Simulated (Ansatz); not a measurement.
# C2H4FN: basis-set convergence

Aim: see how fast density functionals converge with the basis set for C2H4FN.

Method: one geometry, several basis sets; program: Ansatz 0.2.0, Gaussian basis.

The runs, in order: PBE0-D4/def2-SVP; ωB97M-V/def2-SVP; PBE0-D4/def2-QZVPP; ωB97M-V/def2-QZVPP; the functionals' def2-TZVPP values are taken from earlier runs.

**1. The relaxed structure**

An earlier PBE0-D4 in a triple-zeta def2 set relaxation fixed the geometry.

8 atoms, charge 0, spin multiplicity 1.

Atoms are counted from 1 here; the program's logs count them from 0.

Bond lengths: C1–C2 1.488 Å, C1–H5 1.088 Å, C1–H6 1.092 Å, C1–H7 1.092 Å, C2–N3 1.247 Å, C2–F4 1.341 Å, N3–H8 1.015 Å. Angles: C2–C1–H5 111.2°, C2–C1–H6 109.7°, C2–C1–H7 109.7°, H5–C1–H6 109.4°, H5–C1–H7 109.4°, H6–C1–H7 107.3°, C1–C2–N3 132.0°, C1–C2–F4 110.6°, N3–C2–F4 117.4°, C2–N3–H8 110.7°.

Coordinates:

```
atom    x (Å)    y (Å)    z (Å)
  C1  -0.2467   0.7324  -0.2873
  C2   0.4914  -0.4294   0.2784
  N3   0.1663  -1.6209   0.4504
  F4   1.7258  -0.0653   0.6540
  H5  -1.2505   0.4480  -0.5972
  H6  -0.3087   1.5277   0.4589
  H7   0.2984   1.1327  -1.1450
  H8  -0.7839  -1.7823   0.1320
```

**2. PBE0-D4 in def2-SVP**

The input, in.yaml:

```yaml
crystal:
  periodic: [false, false, false]
  atoms:
    - {symbol: C, position_ang: [-0.246744, 0.732412, -0.287282]}
    - {symbol: C, position_ang: [0.491441, -0.429375, 0.278409]}
    - {symbol: N, position_ang: [0.166295, -1.620854, 0.450446]}
    - {symbol: F, position_ang: [1.725795, -0.065302, 0.654014]}
    - {symbol: H, position_ang: [-1.250547, 0.447964, -0.597181]}
    - {symbol: H, position_ang: [-0.308720, 1.527714, 0.458869]}
    - {symbol: H, position_ang: [0.298437, 1.132695, -1.144958]}
    - {symbol: H, position_ang: [-0.783857, -1.782254, 0.131984]}
basis:
  gaussian: {orbitals: def2-SVP}
hamiltonian: {xc: pbe0, dispersion: d4}
output: {orbitals: {seedname: orbitals}}
```

The runs that follow: ωB97M-V in def2-SVP; PBE0-D4 in def2-QZVPP; ωB97M-V in def2-QZVPP.

Before running them: what should the planned runs give, taken together? Wanted: PBE0-D4: double and triple zeta above quadruple; ωB97M-V: double and triple zeta above quadruple.

**Answer**, as computed:

```
                                       quantity          value
PBE0-D4: double and triple zeta above quadruple  7.82, 0.35 eV
ωB97M-V: double and triple zeta above quadruple  8.08, 0.33 eV
```

In words: PBE0-D4 gains 7.48 eV from double to triple zeta, then 0.35 eV more. These are total energies; as a rule much of such shifts cancels in differences, which this series doesn't test. The LUMO of ωB97M-V is positive and keeps falling with the basis (2.82 to 1.57 eV): an unbound level that the basis holds in place.
